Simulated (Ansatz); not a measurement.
**SiCO (quintet): wave-function methods side by side, def2-TZVPP**

One table from this session's results is given with a row withheld; the runs are named, their logs left out.

The runs use Ansatz 0.2.0, Gaussian basis; def2-TZVPP, core rule «outside noble gas», up to 7 orbitals frozen.

To be run: UHF; ROHF; CCSD(T) on UHF.

2 further runs of the same task are left out: 2 set aside as unsound or not needed.

## What is computed

The geometry is a PBE0/def2-TZVP stationary point (not a proven minimum) of the parent state, kept for this charge and spin.

3 atoms, charge 0, spin multiplicity 5.

Atoms are counted from 1 here; the program's logs count them from 0.

Bond lengths: C1–Si2 1.836 Å, Si2–O3 1.510 Å. Angles: C1–Si2–O3 180.0°.

Set-up of the first run:

File in.yaml:

```yaml
crystal:
  periodic: [false, false, false]
  atoms:
    - {symbol: C, position_ang: [0.000000, 0.000000, 1.727200]}
    - {symbol: Si, position_ang: [0.000000, 0.000000, -0.108700]}
    - {symbol: O, position_ang: [0.000000, 0.000000, -1.618500]}
basis:
  gaussian: {orbitals: def2-TZVPP}
magnetization: {spin_polarized: true, initial_magnetization: 4}
hamiltonian: {xc: hf}
output: {orbitals: {seedname: orbitals}}
```

The run is started by

```
> ansatz run in.yaml --threads 1 --pin off --events-out ev --progress --plain --max-ram 2560MiB --backend cpu
```

Among the steps run: UHF; ROHF; CCSD(T) on UHF.

One of the session's tables, all rows but one given; the rest of the session is left out.

```
  method  from UCCSD(T) (meV)
    ROHF                    ?
     UHF             +12113.4
    UMP2              +1008.8
   UCCSD               +644.6
UCCSD(T)                    0
```

Estimate the missing values for ROHF.

**Answer.** from UCCSD(T) (meV): +12290.5. In the column «from UCCSD(T) (meV)» it is the highest.
